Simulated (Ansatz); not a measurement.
# AlNH (quartet): wave-function methods side by side, cc-pVTZ

One table from this session's results is given with a row withheld; the runs are named, their logs left out.

Method: cc-pVTZ, core rule «outside noble gas», up to 6 orbitals frozen; program: Ansatz 0.2.0, Gaussian basis.

Plan: UHF; CCSD(T) on ROHF; CCSD(T) on UHF; BCCD(T) on ROHF; CCSDT(Q) on ROHF; CCSDT(Q) on UHF.

12 further runs of the same task are left out: 7 for a known fault of the program, 5 set aside as unsound or not needed.

### The geometry

The geometry is a PBE0/def2-TZVP stationary point (not a proven minimum) of the parent state, kept for this charge and spin.

3 atoms, charge 0, spin multiplicity 4.

Atoms are counted from 1 here; the program's logs count them from 0.

Bond lengths: Al1–N2 1.737 Å, N2–H3 1.016 Å. Angles: Al1–N2–H3 130.8°.

Set-up of the first run:

The input, in.yaml:

```yaml
crystal:
  periodic: [false, false, false]
  atoms:
    - {symbol: Al, position_ang: [0.000000, 0.032676, 0.636525]}
    - {symbol: N, position_ang: [0.000000, -0.106661, -1.095305]}
    - {symbol: H, position_ang: [0.000000, 0.607486, -1.818390]}
basis:
  gaussian: {orbitals: cc-pVTZ}
magnetization: {spin_polarized: true, initial_magnetization: 3}
hamiltonian: {xc: hf}
output: {orbitals: {seedname: orbitals}}
```

Command:

```
ansatz run in.yaml --threads 1 --pin off --events-out ev --progress --plain --max-ram 4096MiB --backend cpu
```

Among the steps run: UHF; CCSD(T) on ROHF; CCSD(T) on UHF; BCCD(T) on ROHF; CCSDT(Q) on ROHF; CCSDT(Q) on UHF.

One table of the session follows, with a row left open; its other results are not shown here.

```
   method  from UCCSDT(Q) (meV)
     ROHF               +6398.9
      UHF               +6247.4
     RMP2                +803.3
     UMP2                +812.9
    RCCSD                +299.1
    UCCSD                     ?
 RCCSD(T)                 +69.8
 UCCSD(T)                 +67.8
  BCCD(T)                 +70.4
   RCCSDT                 +28.8
   UCCSDT                 +25.9
RCCSDT(Q)                  +1.9
UCCSDT(Q)                     0
```

**Question.** Estimate the row for UCCSD.

**Answer.** from UCCSDT(Q) (meV): +292.7. In the column «from UCCSDT(Q) (meV)» it lies between BCCD(T) (+70.4) and RCCSD (+299.1).

To keep in mind: Restricted and unrestricted rows rest on different reference determinants; where their highest levels disagree by more than a few hundredths of an eV, they describe different states and don't form one ladder.
